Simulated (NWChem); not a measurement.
Species: ethanol (C2H6O); SMILES CCO

```xyz
9

C      0.2487    -1.2036     0.0330
C     -0.5415     0.0900    -0.0189
O      0.2657     1.2331     0.0847
H     -0.4167    -2.0808     0.0084
H      0.8528    -1.2501     0.9518
H      0.9345    -1.2858    -0.8272
H     -1.1654     0.1124    -0.9364
H     -1.2425     0.1340     0.8303
H      0.8768     1.2319    -0.6592
```
Atoms are numbered in this order, from 1.

Results from NWChem. Pople sets run with spherical d functions. Coordinates come from a PBE0/def2-SVP optimisation. Level: M06-2X/6-31G* with SMD (1 M gas to 1 M solution), gas-phase geometry.

Q: Predict the results for solvent 1,4-dioxane. Quantities: solvation free energy (kcal/mol); cavity-dispersion-structure term (kcal/mol); dipole in solution (D).

A: 
```yaml
solvation free energy (kcal/mol): -2.7
cavity-dispersion-structure term (kcal/mol): -1.0
dipole in solution (D): 1.84
```
